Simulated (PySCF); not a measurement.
Mayer bond orders and bond lengths

Species: sulfate ion, SO₄ (charge -2).
SMILES with atom numbers: `[O:1]=[S:2](=[O:3])([O-:4])[O-:5]`

Structure used (PBE0-D3(BJ)/def2-SVP), in Å, numbered top down from 1:
```
atom  x, y, z in Å
O1     0.1505    1.1910   -0.9279
S2     0.0101   -0.0059   -0.0069
O3     0.3356   -1.2739   -0.7712
O4    -1.4128   -0.0800    0.5105
O5     0.9662    0.1400    1.1613
```

Bond orders from the PBE0/pcSseg-1 density (PySCF). Whether so highly charged an anion holds all its electrons in the gas phase wasn't checked; a finite basis holds them in any case. No counter-ion or solvent screens the charge of this multiply charged ion. The pcSseg-1 basis has no diffuse functions, a weakness for an anion. The HOMO energy is positive at this level (+4.56 eV), so the outermost electrons may be held by the finite basis alone.

**Question.** Where do the orders between heavy atoms depart from those drawn in the SMILES?

**Answer.** The largest departure is 0.529, at S2–O4 (drawn single, 1.529) and S2–O5 (drawn single, 1.528). Drawn single, order above 1.12: S2–O4 (1.529) and S2–O5 (1.528). Drawn double or triple, more than 0.30 short of the drawn order: O1–S2 (1.528) and S2–O3 (1.529). The SMILES, with its formal charges, is one Lewis structure only.

**Question.** Set the Mayer orders of the bonds beside their lengths.

**Answer.** 
```csv
bond,drawn as,length (Å),Mayer order
O1–S2,double,1.517,1.528
S2–O3,double,1.516,1.529
S2–O4,single,1.516,1.529
S2–O5,single,1.517,1.528
```

**Question.** Sum the orders of all bonds at each heavy atom with more than one neighbour and set the sums beside the valence in the SMILES.

**Answer.** S2 6.114 (drawn 6). Orders between atoms that aren't bonded are not in these sums.

For a closed shell the Mayer order of atoms A and B is Σ (PS)μν (PS)νμ over the basis functions μ on A and ν on B, with P the density and S the overlap matrix.
